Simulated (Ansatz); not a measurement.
Zinc-blende CdSe, relaxed in Ansatz (plane waves) with several semilocal functionals. Each gives its own volume and its own elastic constant C11:

```tsv
level	V0 (Å³/atom)	elastic constant C11 (GPa)	ln V0	ln C11
LDA	27.102	70.41	3.2996	4.2543
r²SCAN	28.841	62.97	3.3618	4.1427
PBE	29.726	56.52	3.3920	4.0346
```

Task: Fit a straight line to ln C11 against ln V0. What does it predict for PBEsol, whose volume is 28.120 Å³/atom?

Result: With x = ln V0 and y = ln C11: means 3.35113 and 4.14387; Σ(Δx Δy) = -0.01017, Σ(Δx²) = 0.004440, so the slope is -2.29. At x = 3.3365 the line gives y = 4.14387 + (-2.29) × (3.3365 − 3.35113) = 4.1774, or 65.20 GPa. The run with PBEsol gives 63.82 GPa, -2.1 % from the line. The rows used scatter about it by up to 2.4 %, while the largest value lies 25 % above the smallest.

Ansatz's density-functional and Hartree–Fock values are scalar-relativistic unless marked +SOC, with PAW data made under PBE.

Ansatz is a quantum-chemistry and plane-wave program.
